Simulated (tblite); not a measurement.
Question: What does the GFN2-xTB structure of `Cl/C(S[CH2])=C/F` [radical] look like in three dimensions? (Doublet state.)

Answer: 
```xyz
9
C3H3ClFS angstrom
C     -1.9994    0.0238   -0.5722
S     -0.6777    0.9776   -0.1319
C      0.6303   -0.1610    0.1764
Cl     0.3709   -1.8510    0.0036
C      1.8358    0.2636    0.5770
F      2.0899    1.5701    0.7334
H     -2.0439   -1.0123   -0.3119
H     -2.8738    0.5624   -0.8697
H      2.6816   -0.3671    0.7972
```

Orientation and origin are arbitrary. Atoms count from 1 in this order. C3 (carbon bonded to C, Cl and S) is planar (angles 121.0°, 120.4° and 118.5°, sum 360.0°, 0.01 Å off the plane of its three neighbours). C5 (carbon bonded to C, F and H) is planar (angles 125.6°, 121.0° and 113.4°, sum 360.0°, 0.00 Å off the plane of its three neighbours). C1 (carbon bonded to S and 2 H) is almost planar (angles 121.4°, 121.1° and 115.4°, sum 357.9°, 0.10 Å off the plane of its three neighbours). S2 (sulfur bonded to 2 C) is bent (angle 105.2°).

Bonds between heavy atoms (Å): C1–S2 1.688, S2–C3 1.761, C3–Cl4 1.718, C3=C5 1.339, C5–F6 1.340.

Structure optimised with GFN2-xTB, isolated species. This method treats the open shell by occupation alone, without spin polarisation.

Its GFN2-xTB frequencies are all real (lowest 37 cm⁻¹). Torsions: H–C1–S2–C3 21° and -176°, C1–S2–C3–Cl4 0°. 3 starts were optimised and ended at 0.00, 0.01 and 1.36 kcal/mol (GFN2-xTB); the lowest of these is shown.

On an Arm Neoverse V1 with one thread (shared host), this took 0.43 s. These figures are those of the optimisation.

One conformer stands for the species.

The numbers are calculated, not measured.
